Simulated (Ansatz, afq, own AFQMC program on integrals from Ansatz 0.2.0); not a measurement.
AlH⁻, doublet: a scan with AFQMC

```xyz
2

Al    0.0000    0.0000    0.0000
H     0.0000    0.0000    1.7061
```

The Al1–H2 distance is changed with both sides rigid. Energies in mEh count from this geometry (1.706 Å) at the same level; the start stands on UHF, each point on the determinant named.

Basis aug-cc-pVDZ. Only valence electrons are correlated. AFQMC by an in-house program on the Cholesky factors that Ansatz 0.2.0 writes for its CCSD(T) run. ph-AFQMC/CISD is guided by a CISD state made of CCSD amplitudes; releasing the constraint for a short imaginary time cuts its bias at the price of noise, slowly where states lie close. Uncertainties: one standard error, sampling alone.

Cautions, each for one point or more: an unrestricted solution with more broken spin lies lower; strong correlation; the determinant is a saddle point among determinants of its kind; the ph-AFQMC/CISD walk drifts between its halves; unrestricted determinant spin contaminated.

```json
{"r(Al1–H2) / Å": "1.558", "det.": "UHF", "T1": "0.025", "weight": "0.90", "⟨S²⟩": "0.77", "CCSD(T)": "3.9", "ph-AFQMC/CISD": "3.8 ± 0.1", "released AFQMC": "3.8 ± 0.04", "FCI": "3.9", "CCSDT(Q)": "3.9", "PBE0": "4.1", "B2PLYP": "3.6"}
{"r(Al1–H2) / Å": "1.893", "det.": "UHF", "T1": "0.023", "weight": "0.90", "⟨S²⟩": "0.77", "CCSD(T)": "3.6", "ph-AFQMC/CISD": "3.7 ± 0.1", "released AFQMC": "3.6 ± 0.05", "FCI": "3.6", "CCSDT(Q)": "3.6", "PBE0": "3.6", "B2PLYP": "4.0"}
{"r(Al1–H2) / Å": "2.316", "det.": "UHF", "T1": "0.026", "weight": "0.89", "⟨S²⟩": "0.77", "CCSD(T)": "22.6", "ph-AFQMC/CISD": "22.6 ± 0.1", "released AFQMC": "22.4 ± 0.05", "FCI": "22.3", "CCSDT(Q)": "22.3", "PBE0": "23.4", "B2PLYP": "23.9"}
{"r(Al1–H2) / Å": "3.194", "det.": "UHF", "T1": "0.080", "weight": "0.82", "⟨S²⟩": "0.93", "CCSD(T)": "55.8", "ph-AFQMC/CISD": "55.5 ± 0.1", "released AFQMC": "–", "FCI": "54.9", "CCSDT(Q)": "54.9", "PBE0": "58.9", "B2PLYP": "58.1"}
{"r(Al1–H2) / Å": "4.566", "det.": "UHF", "T1": "0.052", "weight": "0.85", "⟨S²⟩": "0.77", "CCSD(T)": "77.4", "ph-AFQMC/CISD": "77.1 ± 0.1", "released AFQMC": "–", "FCI": "76.9", "CCSDT(Q)": "76.9", "PBE0": "78.8§", "B2PLYP": "79.5§"}
```

Weight is that of the determinant in the CISD state; at the start T1 is 0.024 and the weight 0.90, and ⟨S²⟩ is 0.77. A dash marks a missing value, a released energy that hasn't settled or a functional that sits on another state. § marks a functional whose ⟨S²⟩ is too high by over 0.1. Largest departures from full CI: CCSD(T) 0.9 mEh at 3.194 (on UHF), ph-AFQMC/CISD 0.6 mEh at 3.194 (on UHF), released AFQMC -0.1 mEh at 1.558 (on UHF) (within the noise), CCSDT(Q) 0.0 mEh at 3.194 (on UHF), PBE0 4.0 mEh at 3.194, B2PLYP 3.2 mEh at 3.194. Functionals count only at points shown to share the start's state and spin. In this small basis the wave-function levels are far from their limit, so their gap to the functionals isn't the functionals' error.

Some points may be missing: those where a free walk finds a much lower state, and past Zn most of those on another determinant than at the start.

CCSDT and higher add their correlation energy to the determinant of the CCSD(T) run, since their own runs factorise the integrals more tightly (a shift of under 2 meV). A walk keeps the symmetry of its determinant, which the program's search chose and which needn't be the lowest solution, so a lower state of the same spin and another symmetry isn't excluded. Released energies are given only where the last usable release times agree within the noise; a slower fall can still hide under it.
